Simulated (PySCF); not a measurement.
Task: What does the PBE0-D3(BJ)/def2-SVP structure of dimethylaminyl, `C[N]C` look like in three dimensions? (Doublet state.)

Result: 
```
atom  x, y, z in Å
C1     1.1841    0.0744   -0.0512
N2    -0.0307    0.3654   -0.7361
C3    -1.1835   -0.0162    0.0087
H4     1.2626   -1.0005    0.2158
H5     1.2476    0.6275    0.9098
H6     2.0583    0.3464   -0.6611
H7    -1.1810   -1.1025    0.2393
H8    -2.1067    0.2197   -0.5409
H9    -1.2237    0.4976    0.9927
```

Orientation and origin are arbitrary. Atoms count from 1 in this order. Of the pairs four or more bonds apart, H4···H7 is among the closest relative to their van der Waals radii: 2.45 Å, 102 % of the sum of Bondi's values.

Bonds between heavy atoms (Å): C1–N2 1.425, N2–C3 1.425.

Level of theory: PBE0-D3(BJ)/def2-SVP geometry optimisation, gas phase (PySCF 2.14.0).

Not checked by PBE0-D3(BJ)/def2-SVP frequencies. ⟨S²⟩ = 0.754 (exact for a doublet: 0.75).

Hardware: an Arm Neoverse V2 with one thread, no GPU, shared host. Cost: 16 s. These figures are those of the optimisation.
